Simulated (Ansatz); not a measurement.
Counterpoise correction, worked out

The pair of OH⁻ (SMILES [OH-], atoms 1–2) and SiH$_{3}$F (SMILES [SiH3]F, atoms 3–7), both closed shells, in one local arrangement (a lower one may exist), relaxed at PBE0-D4/def2-TZVPD:

```csv
atom,x (Å),y (Å),z (Å)
O1,-0.1378,0.1014,-1.4017
H2,0.6782,0.5695,-1.5960
Si3,-0.1648,-0.1262,0.2907
F4,1.3931,0.7120,0.3625
H5,-1.5403,-0.8564,0.1491
H6,-0.7236,0.9206,1.2386
H7,0.4953,-1.3210,0.9566
```

Program: Ansatz 0.2.0. Basis: def2-TZVPPD. Cores are frozen in the correlated methods.

MP2 total energies in eV:

| system | geometry | basis functions | energy |
| --- | --- | --- | --- |
| pair | pair | all | -12691.56123 |
| OH⁻ | as in the pair | all (partner as ghosts) | -2059.95293 |
| SiH$_{3}$F | as in the pair | all (partner as ghosts) | -10626.41628 |
| OH⁻ | as in the pair | its own | -2059.88360 |
| SiH$_{3}$F | as in the pair | its own | -10626.37979 |
| OH⁻ | free (PBE0-D4 minimum) | its own | -2059.88416 |
| SiH$_{3}$F | free (PBE0-D4 minimum) | its own | -10629.24912 |

Work out the interaction energy with and without the counterpoise correction, the superposition error, and the binding energy from the relaxed fragments.

Without correction: -12691.56123 − (-2059.88360) − (-10626.37979) = -5.29784 eV.
With correction (each fragment in the whole basis): -12691.56123 − (-2059.95293) − (-10626.41628) = -5.19202 eV = -119.73 kcal/mol.
The superposition error is the difference, 0.10582 eV, 2 % of the uncorrected value: each fragment borrows its partner's functions.
Deformation from the free shapes: 0.00056 eV for OH⁻ and 2.86933 eV for SiH$_{3}$F.
Binding energy from relaxed fragments: -5.19202 + 0.00056 + 2.86933 = -2.32213 eV = -53.55 kcal/mol (electronic, without zero-point energy; negative means bound). The deformation is large: the pair is on the way to a chemical bond or a shared proton. For comparison, the corrected interaction energy by CCSD(T) at an estimated basis limit (MP2 extrapolated from triple and quadruple zeta, plus CCSD(T) − MP2 in triple zeta) is -5.365 eV.

The T1 diagnostic stays at or below 0.026.

For scale, one of the runs: CCSD(T)/def2-TZVPPD, 196 basis functions (an equivalent command: `ansatz run in.yaml --threads 2`). The run took 50 s on 2 CPU threads (shared host), with 2.3 GiB of host memory at its peak.
